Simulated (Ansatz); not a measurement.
HB–B–Cl⁺, doublet: reading a ladder of total energies

Geometry: that of the HB–B–Cl, singlet, kept fixed.

```xyz
4

B     0.0000    0.0000    0.8836
B     0.0000    0.0000   -0.6320
Cl    0.0000    0.0000   -2.3097
H     0.0000    0.0000    2.0581
```

Basis cc-pVDZ; Ansatz 0.2.0. Correlated methods freeze the noble-gas cores, which leaves 13 electrons in 44 orbitals. R marks a restricted (for open shells ROHF) determinant, U an unrestricted one.

Full CI isn't at hand for all of this; UCCSDT(Q) serves as the reference, and is uncertain by about the last step of the cluster series.

Runs differ by some tens of microhartree through their thresholds and, for an open shell, their frozen cores, so steps under 0.03 kcal/mol mean nothing.

```
    level  total energy (hartree)
      UHF             -509.103714
     UMP2             -509.347374
    UCCSD             -509.381483
 UCCSD(T)             -509.390665
   UCCSDT             -509.391910
UCCSDT(Q)             -509.392556
```

Task: What is the correlation energy at UCCSDT(Q), and what share of it do UMP2 and UCCSDT recover?

Result: E(corr) = -509.392556 − (-509.103714) = -0.288842 hartree = -7.860 eV. UMP2: -0.243660 / -0.288842 = 84.36 %. UCCSDT: -0.288196 / -0.288842 = 99.78 %.

Task: By how many kcal/mol does UCCSD(T) miss UCCSDT(Q) (1 hartree = 627.509 kcal/mol), and which steps make up the rest?

Result: -509.390665 − (-509.392556) = 0.001891 hartree = 1.19 kcal/mol. Steps: UCCSDT − UCCSD(T) = -0.78, UCCSDT(Q) − UCCSDT = -0.41 kcal/mol. Differences between like states or geometries often cancel part of this.
